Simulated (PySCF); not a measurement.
Simulated absorption spectrum

Species: C4H9P.
InChI=1S/C4H9P/c1-4-5(2)3/h4H,1H2,2-3H3

Method used: TDDFT PBE0/def2-SVPD, vertical, gas phase, core orbitals frozen in the response in PySCF. The structure is a single PBE0-D3(BJ)/def2-SVP conformer in the gas phase; no vibrational or solvent corrections. Torsions of this conformer, `[CH2:1]=[CH:2][P:3]([CH3:4])[CH3:5]`: C1–C2–P3–C4 19°.

Computed states:

```tsv
state	E (eV)	f
S1	5.24	0.171
S2	6.02	0.032
S3	6.33	0.041
S4	6.65	0.031
S5	7.11	0.052
S6	7.14	0.130
```

Broadening: Gaussians 0.4 eV wide at half height, area fixed by f = 4.319×10⁻⁹ ∫ε dν̃. The width is an assumption, not a result. The curve ends short of the highest state used, and states not computed would add to its high-energy end.

**Question.** What does the envelope look like, and where are its maxima?

**Answer.** 
| λ (nm) | ε (L mol⁻¹ cm⁻¹) |
| --- | --- |
| 189.6 | 3052 |
| 192.2 | 3312 |
| 194.9 | 3527 |
| 197.6 | 3548 |
| 200.2 | 3391 |
| 202.9 | 3134 |
| 205.6 | 2767 |
| 208.2 | 2253 |
| 210.9 | 1606 |
| 213.6 | 1021 |
| 216.2 | 698 |
| 218.9 | 780 |
| 221.6 | 1465 |
| 224.2 | 2842 |
| 226.9 | 5009 |
| 229.6 | 7594 |
| 232.3 | 9943 |
| 234.9 | 11313 |
| 237.6 | 11398 |
| 240.3 | 10177 |
| 242.9 | 8203 |
| 245.6 | 5913 |
| 248.3 | 3863 |
| 250.9 | 2350 |
| 253.6 | 1289 |
| 256.3 | 653 |
| 258.9 | 316 |
| 261.6 | 139 |
| 264.3 | 57 |
| 266.9 | 23 |

Maxima: 236 nm (5.24 eV), ε about 12000, made up of S1 (100%); 196 nm (6.31 eV), ε about 3600, made up of S2 (15%) and S3 (77%) (ε in L mol⁻¹ cm⁻¹; maxima over ε = 5, shares over 10%).

**Question.** What would ε be at 5.24 eV, the highest of these maxima, with half the width (0.2 eV)?

**Answer.** About 23000 L mol⁻¹ cm⁻¹ against 11500, a factor of about 2.00; a lone state at its own centre would give exactly 2.

**Question.** Coming from long wavelengths, where does ε first pass 100 L mol⁻¹ cm⁻¹?

**Answer.** At about 263 nm (4.72 eV), 0.52 eV below S1.

**Question.** On this curve, what absorbance would a 10⁻⁴ mol/L sample give at 266 nm over a 1 cm path?

**Answer.** 266 nm is 4.661 eV, where ε is about 32 L mol⁻¹ cm⁻¹, so A = ε c l ≈ 0.0032 (Beer–Lambert, with the gas-phase spectrum and the assumed width).

Time: 38 s (with the writing of density and orbital grids); peak memory 0.85 GiB. Hardware: an Arm Neoverse N1 with one thread, no GPU (shared host).
